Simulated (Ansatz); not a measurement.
# Rock-salt MgS

All values below come from r²SCAN in Ansatz (plane waves, PAW).

Run with plane-wave cutoff 500 eV, 14×14×14 k mesh, Fermi–Dirac smearing 0.05 eV, scalar-relativistic PAW data made under PBE.

Cell (relaxed at this level):

```
MgS
1.0
    0.00000     2.60153     2.60153
    2.60153     0.00000     2.60153
    2.60153     2.60153     0.00000
Mg S
1 1
Direct
  0.00000   0.00000   0.00000
  0.50000   0.50000   0.50000
```

```yaml
band_gap: 3.46 eV (on the SCF k mesh)
```

Computing time: roughly 17 core-seconds.

Ansatz is a quantum-chemistry and plane-wave program.
